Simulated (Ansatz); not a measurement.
Ansatz (an electronic-structure program) input:

Ansatz 0.2 input:
```yaml
crystal:
  periodic: [false, false, false]
  atoms:
    - {symbol: C, position_ang: [-0.71022460, 0.07832482, 0.06152043]}
    - {symbol: C, position_ang: [0.71022460, -0.07832482, -0.06152043]}
    - {symbol: H, position_ang: [-1.28075570, -0.41847643, -0.79118062]}
    - {symbol: H, position_ang: [-1.08454656, 1.05197896, -0.39815009]}
    - {symbol: H, position_ang: [-1.16860170, -0.11789931, 1.02449045]}
    - {symbol: H, position_ang: [1.08454656, -1.05197896, 0.39815009]}
    - {symbol: H, position_ang: [1.28075570, 0.41847643, 0.79118062]}
    - {symbol: H, position_ang: [1.16860170, 0.11789931, -1.02449045]}
basis:
  gaussian:
    orbitals: def2-TZVP
hamiltonian:
  xc: b3lyp
  dispersion: d3bj
total_charge: 1
magnetization: {spin_polarized: true, initial_magnetization: 1}
phonons: {temperatures: {t_min: 298.15, t_max: 298.15, t_step: 100}}
```

Problem. What final total energy does it print?

Solution. -79.44720 Eh (B3LYP-D3(BJ)/def2-TZVP). The basis has 98 functions.
